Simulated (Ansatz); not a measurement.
Geometry optimisation, RKS revPBE/6-31G in Ansatz.

Input file:

```yaml
crystal:
  periodic: [false, false, false]
  atoms:
    - { symbol: O, position_ang: [-0.99423, 0.40869, -0.59752] }
    - { symbol: S, position_ang: [0.01317, -0.93508, 0.61989] }
    - { symbol: S, position_ang: [1.87369, -0.66182, 0.22112] }
    - { symbol: H, position_ang: [-1.48794, -0.06068, -1.292] }
    - { symbol: H, position_ang: [-1.61573, 0.93623, -0.06695] }
    - { symbol: H, position_ang: [2.21105, 0.31266, 1.11545] }
total_charge: 1
basis:
  gaussian: { orbitals: "6-31G" }
hamiltonian:
  xc: revpbe
relax:
  f_tol: 0.02
  max_steps: 40
output:
  orbitals: {}
```

Run as:

```bash
$ ansatz run input.yaml --threads 1 --pin off --max-ram 2048MiB --backend cpu --events-out ev --progress --plain --runs-dir out
```

Task: Where does it end, and by what steps?

Result: The run converged. Limits of this set-up: no polarisation functions, the dipole of an ion depends on the origin. After 6 steps the energy has fallen by 0.527 eV; S3 moved furthest, 0.12 Å.

| step | energy less start (eV) | largest force component (eV/Å) | accepted |
| --- | --- | --- | --- |
| 0 | 0.0000 | 4.606 | yes |
| 1 | -0.4906 | 0.543 | yes |
| 2 | -0.5116 | 0.326 | yes |
| 3 | -0.5245 | 0.183 | yes |
| 4 | -0.5259 | 0.162 | yes |
| 5 | -0.5257 | 0.208 | no |
| 6 | -0.5271 | 0.005 | yes |

```xyz
6
Properties=species:S:1:pos:R:3
O -1.070 0.361 -0.571
S -0.060 -1.007 0.650
S 1.997 -0.656 0.206
H -1.521 -0.049 -1.351
H -1.635 1.016 -0.090
H 2.289 0.335 1.156
```

Whether the end is a true minimum wasn't checked by a vibrational analysis.

Run time: 28 s on 1 CPU thread of a shared host.
